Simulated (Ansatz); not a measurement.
Basis-set extrapolation for C2H8N2, SMILES `NCCN` (PBE0-D4/def2-TZVP geometry, frozen core, the Gaussian-basis code of Ansatz). Multiplicity 1, RHF reference.

```json
{"": "HF", "def2-TZVPP": "-189.355395", "def2-QZVPP": "-189.364999"}
{"": "MP2 correlation", "def2-TZVPP": "-0.786095", "def2-QZVPP": "-0.839198"}
{"": "CCSD(T) correlation", "def2-TZVPP": "-0.854973", "def2-QZVPP": "not run"}
```

Energies in hartree. Use E(X) = E(∞) + A·exp(−7.88·√X) for Hartree–Fock and E(X) = E(∞) + B·X^(−2.97) for correlation, with X = 3 and 4, and add CCSD(T) minus MP2 of the smaller set to the MP2 limit.

Problem. What is the CCSD(T) energy at the basis-set limit?

Solution. HF limit: -189.364999 + (-0.009604) × 0.13774 = -189.36632. MP2 limit: -0.839198 + (-0.053103) × 0.74074 = -0.87853. Higher-order term: -0.854973 − (-0.786095) = -0.06888. Total: -190.31373 hartree, 2.81 eV below CCSD(T)/def2-TZVPP.
